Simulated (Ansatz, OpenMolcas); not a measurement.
## OpenMolcas → Ansatz

This OpenMolcas 26.06 job computes BF (SMILES [B]F):

struct.xyz:
```
2

B      0.000000     0.000000    -0.198860
F      0.000000     0.000000     1.253740
```

test.input:
```
&GATEWAY
 BasLib = $CurrDir
 Coord = struct.xyz
 Basis = def2-TZVPPD
 Group = NoSym

&SEWARD
 GridInput
 Grid=UltraFine
 End of Grid

&SCF
 KSDFT = SVWN5
 Thresholds = 1e-10 1e-07 1e-07 1e-05
 PrOrbitals = 1 2
```

```bash
$ export MOLCAS_MEM=1860
$ pymolcas test.input > test.log
```

(Basis files named in the input come from the Basis Set Exchange and aren't shown.)

The B1–F2 distance was set to 1.453 Å, away from the relaxed value.

It gives a total energy of -123.774617 Eh.

Task: How is this level of theory, on these atoms, set up in Ansatz 0.2.0 as an input file of the program's own?

Result: This input was run:

input.yaml:
```yaml
crystal:
  periodic: [false, false, false]
  atoms:
    - {symbol: B, position_ang: [0.000000, -0.000000, -0.198860]}
    - {symbol: F, position_ang: [-0.000000, 0.000000, 1.253740]}
basis:
  gaussian:
    orbitals: def2-TZVPPD.json
hamiltonian:
  xc: {name: SVWN5}
output: {orbitals: {seedname: orbitals}}
accuracy: high
```

```bash
$ ansatz run input.yaml --threads 1 --pin off --max-ram 3480MiB --events-out events.jsonl --progress --plain --runs-dir runs
```

(Basis files named in the input come from the Basis Set Exchange and aren't shown.)

Its energy is -123.774617 Eh, 0.000 mEh from the first.
